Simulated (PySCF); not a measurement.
# Calculated properties of `Cn1nccn1`

Species: C3H5N3.
SMILES with atom numbers: `[CH3:1][n:2]1[n:3][cH:4][cH:5][n:6]1` (hydrogens: H7, H8, H9 on C1; H10 on C4; H11 on C5)

Some functional groups and rings: pyridine-type ring nitrogen and pyrrole-type ring nitrogen.

From PBE0-D3(BJ)/def2-SVP geometry optimisation, gas phase (PySCF):

```yaml
Rotational_constants_A_B_C: 9.378, 3.938, 2.824 GHz
```

**CAM-B3LYP/def2-SVPD ground state, ΔSCF and vertical TDDFT (core frozen in the response) (PySCF)**

```yaml
Dipole_moment: 0.42 D
HOMO_energy: -8.94 eV
LUMO_energy: 0.95 eV
HOMO–LUMO_gap: 9.89 eV
Lowest_singlet_excitation: 6.53 eV (190 nm, f = 0.000)
Strongest_line_among_the_10_lowest_singlet_transitions: S2 at 6.58 eV (188 nm, f = 0.185)
Lowest_triplet_excitation_Tamm–Dancoff: 4.90 eV
Static_isotropic_polarisability: 54.7 au
Vertical_ionisation_energy: 9.80 eV
Electronic_spatial_extent_⟨r²⟩_about_the_centre_of_nuclear_charge: 459 bohr²
```

PBE0/pcSseg-1 ground state and GIAO shieldings, non-relativistic (PySCF):

```yaml
Lowest_Hirshfeld_atomic_charge: -0.14 e on N3/N6
Highest_Hirshfeld_atomic_charge: +0.10 e on N2
13C_chemical_shifts_computed_TMS_as_zero_by_class: 137.8 (C4/C5), 41.4 (C1) ppm
1H_chemical_shifts_computed_TMS_as_zero_by_class: 7.50 (H10/H11), 4.04 (H7/H8/H9) ppm
Isotropic_shieldings_of_nuclei_other_than_C_and_H_by_class: -98 (N3/N6), -5 (N2) ppm
Mayer_bond_orders_between_heavy_atoms: C1–N2 0.89, N2–N3 1.24, N3–C4 1.48, C4–C5 1.34, C5–N6 1.49, N6–N2 1.23
```

**B3LYP/pcJ-1 indirect spin-spin coupling, non-relativistic, gas phase; spin–dipole term left out for some pairs (PySCF)**

```yaml
Largest_of_the_computed_one-bond_spin–spin_couplings_means_over_like_bonds: 13C–1H +201.5 (C4–H10 and 1 like it), 13C–1H +146.7 (C1–H7 and 2 like it), 13C–13C +55.9 (C4–C5), 15N–13C -20.2 (N2–C1), 15N–15N -14.5 (N2–N3 and 1 like it), 15N–13C +0.4 (N3–C4 and 1 like it) Hz
```

Monoisotopic mass from the formula: 83.0483 u.

With B = h/(8π²I), that is 505.379 GHz u Å² over I, the principal moments of inertia are 53.9, 128.3 and 179.0 u Å² (most abundant isotopes); the inertial defect Ic − Ia − Ib is -3.2 u Å² (zero for a rigid planar frame, negative otherwise). The dipole matches unit charges of opposite sign 0.09 Å apart (1 e·Å = 4.8032 D). No computed singlet falls in the visible range (750 to 380 nm, 1.65 to 3.26 eV); S1 lies 3.27 eV above its blue end. In wavenumbers S1 is 52700 cm⁻¹ (1 eV = 8065.54 cm⁻¹). The ΔSCF ionisation energy exceeds −ε(HOMO) by 0.86 eV with CAM-B3LYP. The vertical singlet–triplet gap S1 − T1 is 1.63 eV (TDDFT singlet less Tamm–Dancoff triplet; S1: HOMO−2→LUMO, weight 0.97; T1: HOMO→LUMO, weight 0.96). The principal polarisabilities are 38.0, 55.4 and 70.8 au; their mean is the isotropic value.

 NMR classes are plain means over equivalent atoms (diastereotopic ones count apart unless rotation or inversion swaps them), as if these changed places fast; in this geometry the members of some classes differ.
